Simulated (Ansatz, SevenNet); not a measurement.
Elastic constant C12 (GPa) of 32 elemental metals, computed with the machine-learned potential SevenNet-0 (trained on PBE and PBE+U data) and with PBE in Ansatz (PAW). The set holds measured phases with no doubt noted on the run or the magnetic state but for the caveats below. 4 more of the class have both values but aren't in it, for one of these reasons: built or high-temperature cells, doubts on the run or the magnetic state, unlike cells, values of zero, layered or molecular crystals. Solids without a value at one level (not run, failed, or a magnetic order lost), or held back for tests, aren't counted.

Every twentieth of the way through the set, in order of the shift (worked out from unrounded values):

```csv
solid,SevenNet-0,PBE,shift (%)
hcp Be,104,21.2,-80
hcp Os,374,220,-41
double-hcp La,22.2,15.3,-31
hcp Hf,92.8,69.5,-25
hcp Y,33.1,25.0,-24
bcc Li,16.7,13.1,-21
fcc Rh,228,179,-21
fcc Ir,287,229,-20
hcp Tc,271,219,-19.2
fcc Ni,192,157,-18.3
hcp Mg,29.4,24.2,-17.9
α-phase Ga,30.5,26.3,-13.7
fcc Pt,237,219,-7.6
fcc Al,67.4,64.6,-4.1
fcc Cu,126,123,-2.7
fcc Sr,9.88,9.82,-0.6
fcc Pd,150,152,+1.4
fcc Pb,33.2,35.7,+7.3
fcc Ca,13.1,14.9,+13.2
bcc K,2.01,3.42,+70
hcp Co,60.3,169,+181
```

The shift from SevenNet-0 to PBE has a median of -18.0 %, and eight in ten lie between -31 % and +13.2 %; PBE is the larger in 8 of 32. Each level is at its own cell, so the shift holds the change of volume too.

Ansatz's runs of these crystals have no spin polarisation, but for bcc Fe, hcp Co, fcc Ni.

Density-functional runs with spin start from parallel moments for bcc Fe, parallel moments for hcp Co, parallel moments for fcc Ni.

Spin–orbit coupling is left out, also for the solids with elements from indium on (fcc Pt, hcp Os, double-hcp La, fcc Ir, hcp Re, hcp Hf, fcc Pb, hcp Lu, fcc Au); its size isn't shown.

Each level is taken at its own relaxed cell. Ansatz's density-functional and Hartree–Fock values are scalar-relativistic unless marked +SOC, with PAW data made under PBE.

Ansatz is a program for electronic structure.
